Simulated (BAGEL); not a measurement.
# singlet BH2Cl at 6 levels

Aim: a comparison of 6 runs (HF/STO-3G, B3LYP/6-31G*, B3LYP/cc-pVTZ, CASPT2(12,10)/6-31G*, RI-MP2/cc-pVTZ, FCI/STO-3G) of singlet BH2Cl. 

Program for the calculation: BAGEL 1.2.2.

6 further runs of the same task are left out: 3 that didn't finish, 3 set aside as unsound or not needed.

### 1 The system as given

BH2Cl: 4 atoms, total charge 0, spin state singlet. SMILES of the parent species: `[BH2-]Cl`. The coordinates come from a GFN2-xTB relaxation. That shape belongs to the parent species and isn't relaxed for this state.

Bond lengths: B1–Cl2 1.923 Å, B1–H3 1.212 Å, B1–H4 1.212 Å. Angles: Cl2–B1–H3 107.8°, Cl2–B1–H4 107.8°, H3–B1–H4 115.8°.

### 2 A single-point energy at HF/STO-3G (density fitting with qzvpp-jkfit) (run 1)

File input.json:

```json
{ "bagel": [

{
  "title": "molecule",
  "basis": "sto-3g",
  "df_basis": "qzvpp-jkfit",
  "angstrom": true,
  "geometry": [
    { "atom": "B", "xyz": [   -0.072740,   -0.194320,   -0.337270 ] },
    { "atom": "Cl", "xyz": [    1.390160,    0.062360,    0.884750 ] },
    { "atom": "H", "xyz": [   -0.963970,   -0.752550,    0.264630 ] },
    { "atom": "H", "xyz": [   -0.353460,    0.884500,   -0.812110 ] }
  ]
},
{
  "title": "hf"
},
{
  "title": "print",
  "file": "orbitals.molden",
  "orbitals": true
}

]}
```

Command:

```console
BAGEL_NUM_THREADS=1 BAGEL input.json > input.out
```

What it wrote:

```text
* using 1 threads per process

  ===============================================================
  ===============================================================

  *** Geometry ***

  { "atom" : "B", "xyz" : [     -0.137459,     -0.367212,     -0.637348 ] },
  { "atom" : "Cl", "xyz" : [      2.627022,      0.117843,      1.671935 ] },
  { "atom" : "H", "xyz" : [     -1.821639,     -1.422113,      0.500078 ] },
  { "atom" : "H", "xyz" : [     -0.667943,      1.671463,     -1.534665 ] },

  Number of auxiliary basis functions:      239

  Since a DF basis is specified, we compute 2- and 3-index integrals:
    o Being stored without compression. Storage requirement is 0.000 GB

  Number of basis functions:       16
  Number of electrons      :       24

    * METHOD: MOLECULE                             0.03

  *** RHF ***

  === Nuclear Repulsion ===
    35.0185066225

      * DIIS with orbital gradients will be used.

  === RHF iteration (sto-3g) ===
      0       -480.00948437          0.02345792           0.00
      1       -480.07468103          0.00577253           0.00
      2       -480.07823315          0.00178889           0.00
      3       -480.07872005          0.00034313           0.00
      4       -480.07874375          0.00008523           0.00
      5       -480.07874507          0.00001973           0.00
      6       -480.07874513          0.00000241           0.00
      7       -480.07874513          0.00000099           0.00
      8       -480.07874513          0.00000020           0.00
      9       -480.07874513          0.00000003           0.00
     10       -480.07874513          0.00000001           0.00
    * SCF iteration converged.

    * Permanent dipole moment:
           (    0.576104,     0.351815,     0.863096) a.u.

    * METHOD: HF                                   0.05

    * METHOD: PRINT                                0.00

  ===============================================================
```

Run time: 0.24 s. Hardware: 1 thread of Arm Neoverse V2, shared host.

### 3 The energy at B3LYP/6-31G(d) (density fitting with qzvpp-jkfit, spherical functions) (run 2)

File input.json:

```json
{ "bagel" : [

{
  "title" : "molecule",
  "basis" : "6-31gs.json",
  "df_basis" : "qzvpp-jkfit",
  "angstrom" : true,
  "geometry" : [
    { "atom" : "B", "xyz" : [   -0.072740,   -0.194320,   -0.337270 ] },
    { "atom" : "Cl", "xyz" : [    1.390160,    0.062360,    0.884750 ] },
    { "atom" : "H", "xyz" : [   -0.963970,   -0.752550,    0.264630 ] },
    { "atom" : "H", "xyz" : [   -0.353460,    0.884500,   -0.812110 ] }
  ]
},
{
  "title" : "ks",
  "xc_func" : "b3lyp"
},
{
  "title" : "print",
  "file" : "orbitals.molden",
  "orbitals" : true
}

]}
```

The basis set 6-31G* is read from a file made from the Basis Set Exchange's data (not shown).

Command:

```console
BAGEL_NUM_THREADS=1 BAGEL input.json > input.out
```

What it wrote:

```text
* using 1 threads per process

  ===============================================================
  ===============================================================

  *** Geometry ***

  { "atom" : "B", "xyz" : [     -0.137459,     -0.367212,     -0.637348 ] },
  { "atom" : "Cl", "xyz" : [      2.627022,      0.117843,      1.671935 ] },
  { "atom" : "H", "xyz" : [     -1.821639,     -1.422113,      0.500078 ] },
  { "atom" : "H", "xyz" : [     -0.667943,      1.671463,     -1.534665 ] },

  Number of auxiliary basis functions:      239

  Since a DF basis is specified, we compute 2- and 3-index integrals:
    o Being stored without compression. Storage requirement is 0.002 GB

  Number of basis functions:       36
  Number of electrons      :       24

    * METHOD: MOLECULE                             0.04

  *** Kohn-Sham DFT ***

    * Removing 5213 points whose weight is below 1.00e-10
    * Grid points: 54411

  === Nuclear Repulsion ===
    35.0185066225

       - DIIS with orbital gradients will be used.

  === KS iteration (b3lyp / 6-31gs.json) ===
      0       -470.23675553          0.08443801           0.07
      1       -467.70965292          0.19540470           0.06
      2       -470.53340187          0.13891690           0.05
[... 15 lines of this table left out ...]
     18       -486.22536545          0.00000001           0.05
    * SCF iteration converged.

    * Permanent dipole moment:
           (    0.379960,     0.207278,     0.531553) a.u.

    * METHOD: KS                                   1.08

    * METHOD: PRINT                                0.00

  ===============================================================
```

It took 1.3 s on 1 thread of Arm Neoverse V2, shared host; peak memory 0.13 GiB.

### 4 The energy at B3LYP/cc-pVTZ (density fitting with qzvpp-jkfit) (run 3)

File job.json:

```json
{ "bagel": [

{
  "title": "molecule",
  "basis": "cc-pvtz.json",
  "df_basis": "qzvpp-jkfit",
  "angstrom": true,
  "geometry": [
    { "atom": "B", "xyz": [   -0.072740,   -0.194320,   -0.337270 ] },
    { "atom": "Cl", "xyz": [    1.390160,    0.062360,    0.884750 ] },
    { "atom": "H", "xyz": [   -0.963970,   -0.752550,    0.264630 ] },
    { "atom": "H", "xyz": [   -0.353460,    0.884500,   -0.812110 ] }
  ]
},
{
  "title": "ks",
  "xc_func": "b3lyp"
},
{
  "title": "print",
  "file": "orbitals.molden",
  "orbitals": true
}

]}
```

The basis set cc-pVTZ is read from a file made from the Basis Set Exchange's data (not shown).

Command:

```console
BAGEL_NUM_THREADS=1 BAGEL job.json > job.out
```

What it wrote:

```text
* using 1 threads per process

  ===============================================================
  ===============================================================

  *** Geometry ***

  { "atom" : "B", "xyz" : [     -0.137459,     -0.367212,     -0.637348 ] },
  { "atom" : "Cl", "xyz" : [      2.627022,      0.117843,      1.671935 ] },
  { "atom" : "H", "xyz" : [     -1.821639,     -1.422113,      0.500078 ] },
  { "atom" : "H", "xyz" : [     -0.667943,      1.671463,     -1.534665 ] },

  Number of auxiliary basis functions:      239

  Since a DF basis is specified, we compute 2- and 3-index integrals:
    o Being stored without compression. Storage requirement is 0.016 GB

  Number of basis functions:       92
  Number of electrons      :       24

    * METHOD: MOLECULE                             0.07

  *** Kohn-Sham DFT ***

    * Removing 5213 points whose weight is below 1.00e-10
    * Grid points: 54411

  === Nuclear Repulsion ===
    35.0185066225

       - DIIS with orbital gradients will be used.

  === KS iteration (b3lyp / cc-pvtz.json) ===
      0       -450.45973778          0.08173385           0.16
      1       -442.55947625          0.33957445           0.16
      2       -462.39532929          0.10784552           0.16
[... 16 lines of this table left out ...]
     19       -486.27684626          0.00000000           0.15
    * SCF iteration converged.

    * Permanent dipole moment:
           (    0.338342,     0.189811,     0.481346) a.u.

    * METHOD: KS                                   3.33

    * METHOD: PRINT                                0.01

  ===============================================================
```

It took 3.6 s on 1 thread of Arm Neoverse V2, shared host; peak memory 0.24 GiB.

Runs 4 to 5 aren't shown in full; the table further down has their settings and results.

### 5 The energy at FCI/STO-3G (density fitting with qzvpp-jkfit) (run 6)

File input.json:

```json
{ "bagel": [

{
  "title": "molecule",
  "basis": "sto-3g",
  "df_basis": "qzvpp-jkfit",
  "angstrom": "true",
  "geometry": [
    { "atom": "B", "xyz": [      -0.072740,      -0.194320,      -0.337270 ] },
    { "atom": "Cl", "xyz": [       1.390160,       0.062360,       0.884750 ] },
    { "atom": "H", "xyz": [      -0.963970,      -0.752550,       0.264630 ] },
    { "atom": "H", "xyz": [      -0.353460,       0.884500,      -0.812110 ] }
  ]
},

{ "title": "hf" },

{ "title": "fci", "nstate": 1, "ncore": 6 }

]}
```

Command:

```console
BAGEL_NUM_THREADS=1 BAGEL input.json > input.out
```

What it wrote:

```text
* using 1 threads per process

  ===============================================================
  ===============================================================

  *** Geometry ***

  { "atom" : "B", "xyz" : [     -0.137459,     -0.367212,     -0.637348 ] },
  { "atom" : "Cl", "xyz" : [      2.627022,      0.117843,      1.671935 ] },
  { "atom" : "H", "xyz" : [     -1.821639,     -1.422113,      0.500078 ] },
  { "atom" : "H", "xyz" : [     -0.667943,      1.671463,     -1.534665 ] },

[... 23 lines left out ...]
    * SCF iteration converged.
[... 1 line left out ...]
    * Permanent dipole moment:
[... 21 lines left out ...]
     guess   0:   closed 111111....           open ..........

  === FCI iteration ===

      0  0      -480.07874513     1.48e-03      0.04
      1  0      -480.13802204     6.02e-04      0.04
      2  0      -480.14522793     2.69e-04      0.04
[... 15 lines of this table left out ...]
     18  0 *    -480.14716329     9.66e-11      0.04

     * ci vector, state   0, <S^2> = 0.0000
       222222....    -0.9690013420
       222.22.2..     0.0731120421
       2222a2b...     0.0634790972
       2222b2a...     0.0634790972
       22.222..2.     0.0557935244

    * METHOD: FCI                                  0.84

  ===============================================================
```

Wall time 1.1 s (1 thread of Arm Neoverse V2, shared host).

### 6 Overview of the runs

| run | level | iteration cap | active rule | energy (Eh) | wall time |
| --- | --- | --- | --- | --- | --- |
| 1 | HF/STO-3G (density fitting with qzvpp-jkfit) | – | – | -480.078745 | 0.24 s |
| 2 | B3LYP/6-31G* (density fitting with qzvpp-jkfit, spherical functions) | – | – | -486.225365 | 1.3 s |
| 3 | B3LYP/cc-pVTZ (density fitting with qzvpp-jkfit) | – | – | -486.276846 | 3.6 s |
| 4 | CASPT2(12,10)/6-31G* (density fitting with qzvpp-jkfit, spherical functions) | 200 | valence | -485.517146 | 49 s |
| 5 | RI-MP2/cc-pVTZ (density fitting with qzvpp-jkfit) | – | – | -485.647443 | 0.62 s |
| 6 | FCI/STO-3G (density fitting with qzvpp-jkfit) | – | – | -480.147163 | 1.1 s |

### 7 Summary of results

| quantity | value |
| --- | --- |
| run 6: total energy | -480.14716 Eh |

In words: Against full CI in this basis: HF +68.4 mEh. Over runs 1, 2, 3 the dipole moment (its size) runs from 1.57 D (B3LYP/cc-pVTZ) to 2.79 D (HF/STO-3G). The two ends differ in method and basis. Over runs 1, 2, 3 the HOMO–LUMO gap runs from 4.95 eV (B3LYP/cc-pVTZ) to 13.78 eV (HF/STO-3G). In runs 1, 6 the basis is minimal, so the values are rough. All runs together took 56 s, the longest 49 s.
